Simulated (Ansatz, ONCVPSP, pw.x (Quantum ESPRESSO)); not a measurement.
**What a changed setting does to a pw.x run (bcc As)**

Potential: optimised norm-conserving Vanderbilt (ONCV), ONCVPSP 4.0.1.1 (patched build), LDA (Perdew-Wang 92); core [Ar] 3d10, reference 4s2 4p3; waves: 4s: rc 1.65 bohr, ncon 3, nbas 7, qcut 4.9 1/bohr, 1 projector; 4p: rc 2.00 bohr, ncon 5, nbas 9, qcut 4.3 1/bohr, 2 projectors, debl 3.3 Ha; d scattering state at 0.15 Ha: rc 2.15 bohr, ncon 4, nbas 8, qcut 4.1 1/bohr, 2 projectors, debl 2.5 Ha; local part: polynomial inside 1.30 bohr (lpopt 5, dvloc0 0 Ha); core correction: Teter function fitted to the true core (icmod 2), fcfact 0.5.

The reference run (k-mesh 14³, cutoffs 70/280 Ry, Fermi–Dirac 0.01 Ry, mixing_beta 0.4, conv_thr 1e-9, no spin) gives -1.02 GPa at 17.854 Å³/atom, where all-electron LAPW gives 0.14 GPa. This run, with its own iteration cap, changes degauss to 0.005.

```
&control
  calculation='scf', prefix='x', pseudo_dir='./', outdir='./tmp', tstress=.true., disk_io='none'
/
&system
  ibrav=0, nat=1, ntyp=1, ecutwfc=70, ecutrho=280, nbnd=9,
  occupations='smearing', smearing='fd', degauss=0.005
/
&electrons
  conv_thr=1e-09, mixing_beta=0.4, electron_maxstep=60
/
ATOMIC_SPECIES
As 1.0 As.UPF
CELL_PARAMETERS angstrom
  -1.64648778 1.64648778 1.64648778
  1.64648778 -1.64648778 1.64648778
  1.64648778 1.64648778 -1.64648778
ATOMIC_POSITIONS crystal
As 0.0000 0.0000 0.0000
K_POINTS automatic
14 14 14 0 0 0
```

```bash
pw.x < As.scf.in > As.scf.out
```

Q: How does the run end?

A: It converges in 5 iterations; the free energy moves by +10.0 meV/atom and the pressure by -0.15 GPa. In a metal, with Fermi–Dirac smearing, F lies below its zero-width value by a term in the square of the width.

```
Message from routine setup:
     using ibrav=0 with symmetry is DISCOURAGED, use correct ibrav instead
     lattice parameter (alat)  =       5.3891  a.u.
     unit-cell volume          =     120.4848 (a.u.)^3
     number of electrons       =         5.00
     number of Kohn-Sham states=            9
     kinetic-energy cutoff     =      70.0000  Ry
     charge density cutoff     =     280.0000  Ry
     scf convergence threshold =      1.0E-09
     Exchange-correlation= SLA  PW   NOGX NOGC
     number of k points=   104  Fermi-Dirac smearing, width (Ry)=  0.0050
     iteration #  1     ecut=    70.00 Ry     beta= 0.40
     total energy              =     -17.28280847 Ry
     estimated scf accuracy    <       0.00130920 Ry
     iteration #  2     ecut=    70.00 Ry     beta= 0.40
     total energy              =     -17.28273223 Ry
     estimated scf accuracy    <       0.00036387 Ry
     iteration #  3     ecut=    70.00 Ry     beta= 0.40
     total energy              =     -17.28276140 Ry
     estimated scf accuracy    <       0.00000681 Ry
     iteration #  4     ecut=    70.00 Ry     beta= 0.40
     total energy              =     -17.28276169 Ry
     estimated scf accuracy    <          5.2E-09 Ry
     iteration #  5     ecut=    70.00 Ry     beta= 0.40
     the Fermi energy is     9.4631 ev
!    total energy              =     -17.28276170 Ry
     estimated scf accuracy    <          2.4E-10 Ry
     smearing contrib. (-TS)   =      -0.00043992 Ry
     The total energy is F=E-TS. E is the sum of the following terms:
     one-electron contribution =       5.28617992 Ry
     hartree contribution      =       0.23818840 Ry
     xc contribution           =      -8.18617918 Ry
     ewald contribution        =     -14.62051093 Ry
     convergence has been achieved in   5 iterations
          total   stress  (Ry/bohr**3)                   (kbar)     P=      -11.67
     Message from routine punch:
     Nothing written, as per user request (disk_io='none')
```

The run took about 19 s on one core of a shared host (Neoverse-N1, 64 threads, 124 GiB, load 54).
